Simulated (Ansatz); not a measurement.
Species: silicon monoxide, SiO, net charge 0, singlet state. SMILES: [O+]#[Si-]
Geometry: optimised at B3LYP-D3(BJ)/def2-TZVP (Ansatz, a program for electronic structure).

Property: atomisation energy, in kcal/mol. Conventions: non-relativistic; valence correlation only; 6-31G* and kin with 6d, 5d where marked; 6-311+G** with 5d, 6d on Na to Ar in Ansatz; spin-orbit terms left out; UHF or UKS for open shells; atomisation electronic, to ground-state atoms; LANL2DZ with its own core potentials from Na on. Basis-set limits of correlation are two-point, X^-3; Hartree-Fock from the larger set (for Q and 5 zeta extrapolated as (X+1)exp(-9√X)). First-principles rows: single points at B3LYP-D3(BJ) geometries (Ansatz).

Coupled cluster (Ansatz) is a level with limits of its own, used here on species with T1 under 0.025 (0.045 for open shells) and stable references: CCSD(T)/CBS(cc-pV(Q+d)Z,cc-pV(5+d)Z).

Value to compare with, CCSD(T)/CBS(cc-pV(Q+d)Z,cc-pV(5+d)Z) (Ansatz): 191.8 kcal/mol.

```tsv
level	program	atomisation energy (kcal/mol)	difference
PBE/STO-3G	Ansatz	211.0	19.2
PBE/3-21G	Ansatz	171.6	-20.2
PBE/LANL2DZ	Ansatz	164.8	-27.0
PBE/6-31G*	Ansatz	190.2	-1.6
PBE/def2-SVP	Ansatz	190.8	-1.0
PBE/6-311+G**	Ansatz	189.3	-2.5
PBE/def2-TZVPD	Ansatz	195.8	4.0
```

Among the 6 habitual levels, PBE/LANL2DZ lies farthest from CCSD(T)/CBS(cc-pV(Q+d)Z,cc-pV(5+d)Z) (Ansatz) (-27.0 kcal/mol) and PBE/def2-SVP nearest (-1.0); 1 of 6 lie above it, and their mean absolute difference is 11.9 kcal/mol, the median 10.8. One case shows no general order.

The sets are all those run for this method; runs whose electronic state is in doubt are left out.
